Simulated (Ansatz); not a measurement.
Compare A (`CC#COC=S`) with its isomer B (`O=C1CC=CS1`).

Gas-phase electronic energies from Ansatz, PBE0-D4/def2-TZVP geometries. CCSD(T)/CBS is the MP2 limit (def2-TZVPP, def2-QZVPP) plus CCSD(T) − MP2 in def2-TZVPP, frozen cores. Functionals use def2-TZVPP. B3LYP here is the variant with VWN-RPA as its local correlation; programs differ in this. One conformer a species, not always the lowest.

Q: Which isomer does CCSD(T)/CBS put lower? Give the gap. (Best estimate.)

A: Ansatz gave: B, by 63.6 kcal/mol.

Q: Give E(B) − E(A) in kcal/mol with B3LYP-D4, B3LYP, CCSD/def2-TZVPP, HF/def2-TZVPP, CCSD(T)/def2-TZVPP, PBE0-D4, ωB97M-V. (An estimate is asked.)

A: Computed: B3LYP-D4 -61.6, B3LYP -58.8, CCSD/def2-TZVPP -62.2, HF/def2-TZVPP -59.3, CCSD(T)/def2-TZVPP -62.7, PBE0-D4 -67.5, ωB97M-V -63.9. None reverses the order clearly.

Largest T1 diagnostic: 0.016.

In def2-TZVPP, CCSD(T) changes the Hartree–Fock value by −3.4 kcal/mol (the triples alone add −0.5 kcal/mol) and MP2 by −3.9 kcal/mol. The D4 term adds −2.8 kcal/mol with B3LYP and −1.4 kcal/mol with PBE0; it sums over pairs of atoms, weighted by their polarisabilities, and B3LYP, whose exchange is more repulsive, gets the larger term.
